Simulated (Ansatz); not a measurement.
Wavefunction ladder for C₄H₇FO (`CO/C(C)=C\F`)

```csv
atom,x (Å),y (Å),z (Å)
C1,1.956,0.061,0.183
O2,0.685,0.579,0.530
C3,-0.429,0.038,-0.001
C4,-1.651,0.719,0.513
C5,-0.544,-0.965,-0.871
F6,0.486,-1.653,-1.404
H7,2.678,0.653,0.743
H8,2.149,0.164,-0.887
H9,2.048,-0.990,0.465
H10,-2.554,0.287,0.084
H11,-1.618,1.784,0.266
H12,-1.700,0.633,1.601
H13,-1.506,-1.309,-1.223
```

Charge 0, multiplicity 1. All single points use the PBE0-D4/def2-TZVP geometry. It is one conformer, not always the lowest. Frozen core, restricted reference, Ansatz 0.2.0. CBS rows extrapolate triple and quadruple zeta; past MP2 they add the triple-zeta difference.

```csv
basis,HF (Eh),MP2 corr.,CCSD corr.,(T),CCSD(T) total
def2-TZVPP,?,-1.14941,-1.18737,-0.04663,?
def2-QZVPP,?,?,–,–,–
CBS(def2),-329.95659,-1.29881,?,as TZ,?
```

Question: Fill in the withheld values. (Best estimate.)

Answer: The calculation gave: def2-TZVPP HF (Eh): -329.93940; def2-TZVPP CCSD(T) total: -331.17340; def2-QZVPP HF (Eh): -329.95451; def2-QZVPP MP2 corr.: -1.23523; CBS(def2) CCSD corr.: -1.33676; CBS(def2) CCSD(T) total: -331.33998.
